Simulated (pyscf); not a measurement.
# Four-centre exchange: H₂N–SiH₃ (SMILES N[SiH3]) + HF (SMILES F) → H₂N–SiH₃ (SMILES N[SiH3]) + HF (SMILES F)

Gas phase, singlet surface, charge 0. Bonds broken: N1–H3, F8–H9. Bonds formed: N1–H9, H3–F8. Optimised with ωB97X-D3(BJ)/def2-SVP in PySCF. Correlated levels are frozen-core, on RHF or UHF. ΔMP2 is the change of the MP2 total energy from the triple- to the quadruple-zeta basis.

Transition state (Å):

```xyz
9

N     -0.4092     1.0074     0.4608
Si    -0.6274    -0.6781    -0.0797
H      0.5000     1.2101     1.1117
H     -0.6305     1.7695    -0.1787
H      0.2322    -0.9213    -1.2693
H     -0.2275    -1.5398     1.0569
H     -2.0548    -0.8907    -0.4413
F      0.3377     1.4094     2.5081
H     -0.6862     1.2259     1.5410
```

One imaginary mode, 1576i cm⁻¹; descent along it reached the two sides named, in the forms told below.

```json
[
 {"bond": "N1–H3", "change": "breaks", "reactant side (Å)": "1.019", "saddle": "1.136", "product side": "1.728"},
 {"bond": "F8–H9", "change": "breaks", "reactant side (Å)": "0.950", "saddle": "1.420", "product side": "3.2"},
 {"bond": "N1–H9", "change": "forms", "reactant side (Å)": "1.728", "saddle": "1.136", "product side": "1.019"},
 {"bond": "H3–F8", "change": "forms", "reactant side (Å)": "3.2", "saddle": "1.420", "product side": "0.950"}
]
```

Electronic energies relative to the separated reactants (kcal/mol):

```json
[
 {"level": "ωB97X-D3(BJ)/def2-TZVP", "barrier": "26.6", "reaction energy": "0.0", "reverse barrier": "26.6"},
 {"level": "PBE/def2-TZVP", "barrier": "19.6", "reaction energy": "0.0", "reverse barrier": "19.6"},
 {"level": "r²SCAN/def2-TZVP", "barrier": "22.9", "reaction energy": "0.0", "reverse barrier": "22.9"},
 {"level": "B3LYP-D3(BJ)/def2-TZVP", "barrier": "24.4", "reaction energy": "0.0", "reverse barrier": "24.4"},
 {"level": "PBE0-D3(BJ)/def2-TZVP", "barrier": "24.0", "reaction energy": "0.0", "reverse barrier": "24.0"},
 {"level": "M06-2X/def2-TZVP", "barrier": "28.1", "reaction energy": "0.0", "reverse barrier": "28.1"},
 {"level": "ωB97M-D3(BJ)/def2-TZVP", "barrier": "26.6", "reaction energy": "0.0", "reverse barrier": "26.6"},
 {"level": "HF/def2-TZVP", "barrier": "43.2", "reaction energy": "0.0", "reverse barrier": "43.2"},
 {"level": "MP2/def2-QZVPP", "barrier": "28.2", "reaction energy": "0.0", "reverse barrier": "28.2"},
 {"level": "CCSD/def2-TZVPP", "barrier": "32.7", "reaction energy": "0.0", "reverse barrier": "32.7"},
 {"level": "CCSD(T)/def2-TZVPP", "barrier": "30.3", "reaction energy": "0.0", "reverse barrier": "30.3"},
 {"level": "CCSD(T)/def2-TZVPP + ΔMP2(QZVPP)", "barrier": "29.6", "reaction energy": "0.0", "reverse barrier": "29.6"}
]
```

With CCSD(T)/def2-TZVPP + ΔMP2(QZVPP) energies and thermal terms (ideal gas, 1 atm, RRHO with modes under 100 cm⁻¹ raised to 100, one conformer, R ln 2 for rigid chiral ones), in kcal/mol:

```
T (K)   ΔH‡   ΔG‡   ΔH   ΔG
-----  ----  ----  ---  ---
298    28.7  38.2  0.0  0.0
600    28.0  48.2  0.0  0.0
900    27.9  58.3  0.0  0.0
1200   28.3  68.4  0.0  0.0
```

On the reactant side the descent ends in a bound adduct, 10.6 kcal/mol under the separated species and 37.2 kcal/mol under the saddle at ωB97X-D3(BJ)/def2-TZVP. On the product side the descent ends in a bound adduct, 10.6 kcal/mol under the separated species and 37.2 kcal/mol under the saddle at ωB97X-D3(BJ)/def2-TZVP. The same reactants have a lower exit, to F–SiH₃ + NH₃ (barrier +5.4 kcal/mol at ωB97M-D3(BJ), against +26.6 kcal/mol here). One saddle was located; it need not be the lowest between these sides. The CCSD(T) − MP2 part came from Ansatz, without density fitting, on the same reference.
